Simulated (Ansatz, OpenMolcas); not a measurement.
**OpenMolcas → Ansatz**

OpenMolcas 26.06 runs this on BH2Cl (SMILES BCl):

job.inp:
```
>>> EXPORT MOLCAS_PRINT=2

&GATEWAY
 BasLib
 $CurrDir
 Coord
 4
 angstrom
 B       -1.598436       0.438710      -0.871819
 Cl       1.365000      -0.395300       0.721200
 H       -2.587936      -0.142490      -0.556119
 H       -1.568336       1.289810      -1.703119
 Basis
 STO-3G
 Group
 NoSym

&SEWARD

&SCF
 Thresholds
 1e-10 1e-07 1e-07 1e-05
 PrOrbitals
 1 1
```

```bash
$ export MOLCAS_MEM=1860
$ pymolcas job.inp > job.log
```

(Basis files named in the input come from the Basis Set Exchange and aren't shown.)

The B1–Cl2 distance was set to 3.466 Å, away from the relaxed value.

A bond is far stretched, where a restricted reference may be unsound.

It gives a total energy of -479.842729 Eh.

Problem. Translate the job to Ansatz 0.2.0 as an input file of the program's own.

Solution. For example:

input.yaml:
```yaml
crystal:
  periodic: [false, false, false]
  atoms:
    - {symbol: B, position_ang: [-1.598436, 0.438710, -0.871819]}
    - {symbol: Cl, position_ang: [1.365000, -0.395300, 0.721200]}
    - {symbol: H, position_ang: [-2.587936, -0.142490, -0.556119]}
    - {symbol: H, position_ang: [-1.568336, 1.289810, -1.703119]}
basis:
  gaussian: {orbitals: STO-3G}
magnetization: {spin_polarized: false, initial_magnetization: 0}
hamiltonian: {xc: hf}
accuracy: high
```

```bash
$ ansatz run input.yaml --threads 1 --pin off --max-ram 2610MiB --events-out events.jsonl --progress --plain --runs-dir runs
```

Its energy is -479.842729 Eh, 0.000 mEh from the first.
